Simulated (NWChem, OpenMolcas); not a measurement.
OpenMolcas → NWChem

This OpenMolcas 26.06 job computes CH2BN (SMILES BC#N):

job.input:
```
&GATEWAY
BasLib=$CurrDir
Coord
5
angstrom
B       -0.219200       0.441300      -0.341900
C        0.352700      -0.696700       0.490700
N        0.786500      -1.559600       1.122200
H       -0.744300       0.187400      -1.377600
H       -0.125900       1.554000       0.065300
Basis=def2-TZVP
Group=NoSym
&SEWARD
GridInput
Grid=UltraFine
End of Grid
&SCF
KSDFT=PBE0
Thresholds=1e-10 1e-07 1e-07 1e-05
PrOrbitals=1
&ALASKA
```

```bash
$ export MOLCAS_MEM=1860
$ pymolcas job.input > job.log
```

(Basis files named in the input come from the Basis Set Exchange and aren't shown.)

The coordinates come from a PBE0-D4/def2-TZVP relaxation.

It gives a total energy of -118.757942 Eh.

**Question.** How is this level of theory, on these atoms, set up in NWChem 7.3.0 as an ASE script?

**Answer.** For example:

run.py:
```python
from ase import Atoms
from ase.calculators.nwchem import NWChem

system = Atoms(['B', 'C', 'N', 'H', 'H'], positions=[
    [-0.219200, 0.441300, -0.341900],
    [0.352700, -0.696700, 0.490700],
    [0.786500, -1.559600, 1.122200],
    [-0.744300, 0.187400, -1.377600],
    [-0.125900, 1.554000, 0.065300],
])

calc = NWChem(
    label='ch2bn',
    theory='dft',
    memory='1800 mb',
    basis='def2-TZVP',
    basispar='spherical bse',
    dft={'xc': 'pbe0', 'mult': '1', 'grid': 'fine', 'convergence': 'energy 1e-08', 'iterations': '100', 'mulliken': None, 'print': 'low'},
)
system.calc = calc

forces = system.get_forces()
e = system.get_potential_energy()
print(f"E = {e:.6f} eV")
print("forces (eV/A):")
for s, f in zip(system.symbols, forces):
    print(f"{s:2s} {f[0]:10.5f} {f[1]:10.5f} {f[2]:10.5f}")
```

```bash
$ export ASE_NWCHEM_COMMAND="nwchem PREFIX.nwi > PREFIX.nwo"
$ python run.py
```

Its energy is -118.757942 Eh, the same as the first but for the last digit, at most.
